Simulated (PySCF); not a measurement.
## Frontier orbitals and the lowest excitations

C₃H₅P.
Bonds: C1–C2, C2–C3 (double), C3–P4, C2–P4. Hydrogens: H5, H6, H7 on C1; H8 on C3; H9 on P4.

The calculation used TDDFT B3LYP/def2-SVPD, vertical, gas phase, core orbitals frozen in the response (PySCF 2.14.0, density-fitted response routines). Geometry: GFN2-xTB; no solvent, vibrations or thermal averaging.

Kohn–Sham orbitals with the atoms that hold most of them (Löwdin shares over 4%, at most four atoms; ? is withheld):

```json
{"orbital": "HOMO-3", "ε (eV)": "-9.98", "atoms": "P4 25%, C3 22%, C2 20%, H9 12%"}
{"orbital": "HOMO-2", "ε (eV)": "-8.50", "atoms": "C3 32%, P4 26%, C2 24%, C1 7%"}
{"orbital": "HOMO-1", "ε (eV)": "-7.53", "atoms": "P4 38%, C2 24%, C3 19%, C1 8%"}
{"orbital": "HOMO", "ε (eV)": "?", "atoms": "?"}
{"orbital": "LUMO", "ε (eV)": "-0.28", "atoms": "?"}
{"orbital": "LUMO+1", "ε (eV)": "0.06", "atoms": "P4 41%, C3 21%, C2 10%, H8 10%"}
{"orbital": "LUMO+2", "ε (eV)": "0.40", "atoms": "C1 26%, P4 18%, C2 16%, C3 10%"}
```

**Question.** Which atoms hold the HOMO, and with what shares?

**Answer.** P4 (bonded to 2 C and H) 44%; C3 (bonded to C, P and H) 20%; C2 (bonded to 2 C and P) 17%; H9 (bonded to P) 14%. By element: phosphorus 44%, carbon 37% or more, hydrogen 14% or more.

**Question.** Which atoms hold the LUMO, and with what shares?

**Answer.** C3 (bonded to C, P and H) 36%; C2 (bonded to 2 C and P) 34%; H8 (bonded to C) 8%; C1 (bonded to C and 3 H) 7%. By element: carbon 77%, hydrogen 8% or more.

**Question.** What is the HOMO energy, and the HOMO–LUMO gap?

**Answer.** ε(HOMO) = -6.36 eV; the gap is 6.08 eV (0.2234 hartree).

**Question.** How does S1 compare with the orbital gap of 6.08 eV?

**Answer.** S1 is at 5.15 eV (f = 0.010), 0.93 eV below the gap, made of HOMO→LUMO (90%). 

**Question.** Give energy, strength and leading configuration of S1 and S2, and follow the Löwdin shares of the leading atoms from the occupied to the empty orbital.

**Answer.** 
- S1 (5.15 eV, f 0.010), HOMO→LUMO (90%): P4 44% → at most 8%, C3 20% → 36%, C2 17% → 34%
- S2 (5.33 eV, f 0.011), HOMO→LUMO+1 (92%): P4 44% → 41%, C3 20% → 21%

Löwdin shares depend on the basis, the more so with diffuse functions.

The run took 6.6 s of wall time on an x86-64 server with one thread, no GPU, on a shared host.
